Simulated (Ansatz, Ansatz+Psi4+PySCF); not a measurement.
```tsv
atom	x (Å)	y (Å)	z (Å)
O	-1.3396	-0.1445	0.0000
H	-1.7527	0.6381	0.0000
H	-0.4747	0.0808	0.0000
O	1.2636	0.1489	0.0000
H	1.4176	-0.3771	-0.6978
H	1.4176	-0.3771	0.6978
```

Basis set: cc-pVTZ (spherical functions). Correlated methods keep 2 orbitals frozen. Charge 0, multiplicity 1.

Computed with Ansatz (development build ahead of 0.2.0); each method stands on the lowest determinant of its kind that the runs found. Restricted open shells among the atoms or ions are ROHF, correlated in semicanonical orbitals with singles.

**Question.** Give the atomization energy at this shape (free ground-state atoms in the same class of orbitals less the molecule, no zero-point energy) of singlet H₄O₂ by RHF-MP2, RHF.

**Answer.**

```csv
method,atomization energy
RHF-MP2,19.33 eV
RHF,13.38 eV
```

Caution: no unrestricted run beside it, a lower state can exist; the shape is not the minimum.
